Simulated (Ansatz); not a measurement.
Process, species as SMILES: [O]N=O → O=N[O-] (an electron is taken up)
B3LYP-D3(BJ)/def2-TZVP geometries, fixed; electronic energies without zero-point terms; positive where energy is released.

The adiabatic electron affinity at MP2 with Ansatz (a quantum-chemistry and plane-wave program), in eV, split into its Hartree-Fock and correlation parts. Cores are frozen. Open shells are unrestricted. No added dispersion term, no relativity. Functions are those of the species that has most. These sets lack the diffuse functions that anions need.

```
basis    X  functions  Hartree-Fock    MP2
-------  -  ---------  ------------  -----
cc-pVDZ  2         42         0.748  0.718
cc-pVTZ  3         90         1.050  1.488
cc-pVQZ  4        165         1.212  1.853
```

Worked estimate of the basis-set limit from each neighbouring pair, with Hartree-Fock from the larger set and the correlation part extrapolated as X^-3.
Correlation parts: X = 2: -0.030, X = 3: 0.438, X = 4: 0.641.
- (2,3): (27·(0.438) - 8·(-0.030))/19 = 0.635; with Hartree-Fock 1.050 the estimate is 1.685 eV.
- (3,4): (64·(0.641) - 27·(0.438))/37 = 0.789; with Hartree-Fock 1.212 the estimate is 2.001 eV.
The last two estimates differ by 0.316 eV; the largest set lies 0.148 from the last. Over the last step Hartree-Fock moves by 0.162 and the correlation part by 0.203.
